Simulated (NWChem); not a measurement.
# One shape, several levels: C4H6 (1-butyne)

Wanted: a comparison of 5 runs (HF/STO-3G, HF/3-21G, HF/cc-pVDZ, PBE/STO-3G, B3LYP/6-31G*) of C4H6 (1-butyne). 

The calculation is run with NWChem 7.3.0.

### Step 1. Starting point

C4H6 has 10 atoms, charge 0, and is taken as a singlet. As SMILES, `C#CCC`. Geometry: relaxed at PBE0-D4/def2-TZVP.

Bond lengths: C1–C2 1.201 Å, C2–C3 1.453 Å, C3–C4 1.526 Å, C1–H5 1.064 Å, C3–H6 1.095 Å, C3–H7 1.095 Å, C4–H8 1.092 Å, C4–H9 1.091 Å, C4–H10 1.091 Å. Some angles: C1–C2–C3 178.8°, C2–C3–C4 112.8°, C2–C1–H5 179.7°, C2–C3–H6 108.8°, C2–C3–H7 108.8°, C4–C3–H6 110.0°, C4–C3–H7 110.0°, C3–C4–H8 110.4°, C3–C4–H9 110.8°, C3–C4–H10 110.8°.

### Step 2. Energy and gradient at HF/STO-3G (run 1)

mol.nw

```
start mol
title "C4H6"
memory total 2200 mb
geometry units angstrom noautosym nocenter noautoz
 C    -0.710750    1.680210   -1.381330
 C    -0.058400    0.889370   -0.756470
 C     0.705410   -0.079680    0.011620
 C    -0.176980   -0.989860    0.861700
 H    -1.283760    2.383410   -1.937480
 H     1.308110   -0.680710   -0.677310
 H     1.415170    0.455960    0.650710
 H     0.435830   -1.700320    1.420050
 H    -0.763300   -0.406590    1.573470
 H    -0.871330   -1.551790    0.235040
end
basis spherical bse
 * library STO-3G
end
scf
 singlet
 rhf
 thresh 1e-08
 maxiter 80
 noprint "final vectors analysis"
end
task scf gradient
```

On the command line:

```bash
$ nwchem mol.nw > mol.out
```

Log:

```text
[...]
  functions       =    26
[...]
  wavefunction    = RHF
[...]
         Total SCF energy =   -153.024710398577
      One-electron energy =   -410.790561231335
      Two-electron energy =    154.555864105050
 Nuclear repulsion energy =    103.209986727708
        Time for solution =      0.7s
[...]
                         RHF ENERGY GRADIENTS
    atom               coordinates                        gradient
                 x          y          z           x          y          z
   1 C      -1.343123   3.175137  -2.610335   -0.048526   0.057960  -0.045745
   2 C      -0.110360   1.680666  -1.429521    0.066613  -0.078798   0.062123
   3 C       1.333032  -0.150573   0.021959   -0.031064   0.009090  -0.005265
   4 C      -0.334444  -1.870564   1.628377    0.011905   0.012761  -0.011868
   5 H      -2.425955   4.503992  -3.661306    0.000067  -0.000211   0.000172
   6 H       2.471969  -1.286355  -1.279930    0.002221  -0.000085  -0.002843
   7 H       2.674284   0.861639   1.229664    0.002485   0.002597   0.000306
   8 H       0.823599  -3.213139   2.683505    0.002708  -0.003396   0.002675
   9 H      -1.442428  -0.768344   2.973427   -0.003000   0.002241   0.002793
  10 H      -1.646575  -2.932458   0.444161   -0.003409  -0.002160  -0.002348
[...]
```

Run time: 1.3 s. Hardware: 1 thread of Intel Xeon 6975P-C (Granite Rapids), shared host; peak memory 0.1 GiB.

### Step 3. Energy and gradient at HF/3-21G (run 2)

c4h6.nw

```
start c4h6
title "C4H6 hf"
memory total 2200 mb
geometry units atomic noautosym nocenter noautoz
   C     -1.34312284     3.17513673    -2.61033539
   C     -0.11036001     1.68066572    -1.42952112
   C      1.33303171    -0.15057338     0.02195862
   C     -0.33444373    -1.87056430     1.62837700
   H     -2.42595481     4.50399214    -3.66130657
   H      2.47196964    -1.28635547    -1.27993040
   H      2.67428372     0.86163952     1.22966369
   H      0.82359934    -3.21313912     2.68350558
   H     -1.44242795    -0.76834375     2.97342737
   H     -1.64657506    -2.93245810     0.44416123
end
basis "ao basis" spherical bse
   C library 3-21G
   H library 3-21G
end
scf
   nopen 0
   rhf
   thresh 1e-08
   maxiter 80
end
task scf gradient
```

On the command line:

```bash
$ nwchem c4h6.nw > c4h6.out
```

Log:

```text
[...]
  functions       =    48
[...]
  wavefunction    = RHF
[...]
         Total SCF energy =   -154.043707385085
      One-electron energy =   -410.547933373269
      Two-electron energy =    153.294246660946
 Nuclear repulsion energy =    103.209979327238
        Time for solution =      1.0s
[...]
                         RHF ENERGY GRADIENTS
    atom               coordinates                        gradient
                 x          y          z           x          y          z
   1 C      -1.343123   3.175137  -2.610335   -0.010042   0.010205  -0.007945
   2 C      -0.110360   1.680666  -1.429521    0.022996  -0.023375   0.018176
   3 C       1.333032  -0.150573   0.021959   -0.022023   0.000365   0.001471
   4 C      -0.334444  -1.870564   1.628377    0.010624   0.008730  -0.008319
   5 H      -2.425955   4.503992  -3.661307   -0.005814   0.007460  -0.005922
   6 H       2.471970  -1.286355  -1.279930    0.004159  -0.002599  -0.003687
   7 H       2.674284   0.861640   1.229664    0.004687   0.002881   0.002728
   8 H       0.823599  -3.213139   2.683506    0.003055  -0.003488   0.002728
   9 H      -1.442428  -0.768344   2.973427   -0.003564   0.002658   0.003594
  10 H      -1.646575  -2.932458   0.444161   -0.004077  -0.002836  -0.002825
[...]
```

Wall time 1.6 s (1 thread of Intel Xeon 6975P-C (Granite Rapids), shared host); peak memory 0.1 GiB.

### Step 4. Energy and forces at HF/cc-pVDZ (run 3)

run.nw

```
START run
TITLE "C4H6"
memory stack 880 mb heap 220 mb global 1100 mb
charge 0

GEOMETRY units angstrom noautosym nocenter noautoz
  C    -0.710750    1.680210   -1.381330
  C    -0.058400    0.889370   -0.756470
  C     0.705410   -0.079680    0.011620
  C    -0.176980   -0.989860    0.861700
  H    -1.283760    2.383410   -1.937480
  H     1.308110   -0.680710   -0.677310
  H     1.415170    0.455960    0.650710
  H     0.435830   -1.700320    1.420050
  H    -0.763300   -0.406590    1.573470
  H    -0.871330   -1.551790    0.235040
END

BASIS spherical bse
  * library cc-pVDZ
END

SCF
  singlet
  rhf
  thresh 1e-08
  maxiter 80
END

TASK scf gradient
```

On the command line:

```bash
$ nwchem run.nw > run.out
```

Log:

```text
[...]
  functions       =    86
[...]
  wavefunction    = RHF
[...]
         Total SCF energy =   -154.911521119045
      One-electron energy =   -411.814606766031
      Two-electron energy =    153.693098919278
 Nuclear repulsion energy =    103.209986727708
        Time for solution =     12.0s
[...]
                         RHF ENERGY GRADIENTS
    atom               coordinates                        gradient
                 x          y          z           x          y          z
   1 C      -1.343123   3.175137  -2.610335   -0.009031   0.010418  -0.008203
   2 C      -0.110360   1.680666  -1.429521    0.016246  -0.019843   0.015688
   3 C       1.333032  -0.150573   0.021959   -0.010838   0.007640  -0.005654
   4 C      -0.334444  -1.870564   1.628377    0.001610   0.001598  -0.001488
   5 H      -2.425955   4.503992  -3.661306   -0.000262   0.000312  -0.000248
   6 H       2.471969  -1.286355  -1.279930    0.001085  -0.000944  -0.000873
   7 H       2.674284   0.861639   1.229664    0.001241   0.000616   0.000961
   8 H       0.823599  -3.213139   2.683505   -0.000010  -0.000103   0.000079
   9 H      -1.442428  -0.768344   2.973427   -0.000028   0.000095  -0.000199
  10 H      -1.646575  -2.932458   0.444161   -0.000013   0.000212  -0.000062
[...]
```

Wall time 14 s (1 thread of Intel Xeon 6975P-C (Granite Rapids), shared host); peak memory 0.1 GiB.

Run 4 isn't shown in full; the table further down has it.

### Step 5. Energy and gradient at B3LYP/6-31G(d) (spherical functions) (run 5)

c4h6.nw

```
start c4h6
title "C4H6 gradient"
memory stack 880 mb heap 220 mb global 1100 mb
geometry noautosym nocenter noautoz
  C       -0.710750       1.680210      -1.381330
  C       -0.058400       0.889370      -0.756470
  C        0.705410      -0.079680       0.011620
  C       -0.176980      -0.989860       0.861700
  H       -1.283760       2.383410      -1.937480
  H        1.308110      -0.680710      -0.677310
  H        1.415170       0.455960       0.650710
  H        0.435830      -1.700320       1.420050
  H       -0.763300      -0.406590       1.573470
  H       -0.871330      -1.551790       0.235040
end
basis spherical bse
  * library 6-31G*
end
dft
  xc b3lyp
  grid xfine
  convergence energy 1e-08
  maxiter 100
  mulliken
end
task dft gradient
```

On the command line:

```bash
$ nwchem c4h6.nw > c4h6.out
```

Log:

```text
[...]
          Wavefunction type:  closed shell.
          No. of atoms     :    10
          No. of electrons :    30
[...]
          Charge           :     0
          Spin multiplicity:     1
[...]
          AO basis - number of functions:    68
[...]
              XC Information
              --------------
                         B3LYP Method XC Potential
                     Hartree-Fock (Exact) Exchange  0.200
                        Slater Exchange Functional  0.800 local
                    Becke 1988 Exchange Functional  0.720 non-local
              Lee-Yang-Parr Correlation Functional  0.810
                  VWN I RPA Correlation Functional  0.190 local
[...]
 d= 0,ls=0.0,diis     1   -155.9192510471 -2.59D+02  1.26D-02  3.51D-01     2.3
[...]
 d= 0,ls=0.0,diis     8   -155.9632541449  9.88D-09  5.96D-06  4.39D-07    16.7
         Total DFT energy =     -155.963254144864
      One electron energy =     -412.482668484235
           Coulomb energy =      177.238905474391
    Exchange-Corr. energy =      -23.929477862727
 Nuclear repulsion energy =      103.209986727708
[...]
      Total Density - Mulliken Population Analysis
     ---------------------------------------------
    Atom       Charge   Shell Charges
 -----------   ------   -------------------------------------------------------
    1 C    6     6.49   2.00  0.68  2.02  0.70  1.07  0.02
    2 C    6     5.68   2.00  0.68  2.02  0.45  0.50  0.03
    3 C    6     6.39   2.00  0.67  2.14  0.59  0.95  0.04
    4 C    6     6.44   2.00  0.67  2.13  0.63  0.98  0.03
    5 H    1     0.82   0.51  0.31
    6 H    1     0.83   0.53  0.30
    7 H    1     0.83   0.53  0.30
    8 H    1     0.85   0.53  0.32
    9 H    1     0.84   0.53  0.31
   10 H    1     0.84   0.53  0.31
[...]
  wavefunction    = closed shell
[...]
```

Run time: 21 s. Hardware: 1 thread of Intel Xeon 6975P-C (Granite Rapids), shared host; peak memory 0.15 GiB.

### Step 6. Overview of the runs

| run | level | iteration cap | module | energy (Eh) | dipole moment (D) | largest force (eV/Å) | wall time |
| --- | --- | --- | --- | --- | --- | --- | --- |
| 1 | HF/STO-3G | 80 | scf | -153.024710 | 0.52 | 6.193 | 1.3 s |
| 2 | HF/3-21G | 80 | scf | -154.043707 | 0.69 | 1.928 | 1.6 s |
| 3 | HF/cc-pVDZ | 80 | scf | -154.911521 | 0.72 | 1.546 | 14 s |
| 4 | PBE/STO-3G | 100 | dft | -153.846345 | 0.67 | 0.938 | 9 s |
| 5 | B3LYP/6-31G* (spherical functions) | 100 | dft | -155.963254 | 0.67 | 0.738 | 21 s |

### Step 7. Results

```
                       quantity          value
            run 5: total energy  -155.96325 Eh
           run 5: dipole moment         0.67 D
             run 5: HOMO energy       -7.03 eV
             run 5: LUMO energy        1.62 eV
           run 5: HOMO–LUMO gap        8.65 eV
run 5: largest force on an atom     0.738 eV/Å
```

**Reading.** The dipole moment (its size) runs from 0.52 D (HF/STO-3G) to 0.72 D (HF/cc-pVDZ). Over runs 2, 3, 4, 5 the HOMO–LUMO gap runs from 8.42 eV (PBE/STO-3G) to 16.39 eV (HF/3-21G). The two ends differ in method and basis. Totals of different functionals can't be ranked against each other. In runs 1, 4 the basis is minimal, so the values are rough. All runs together took 47 s, the longest 21 s.
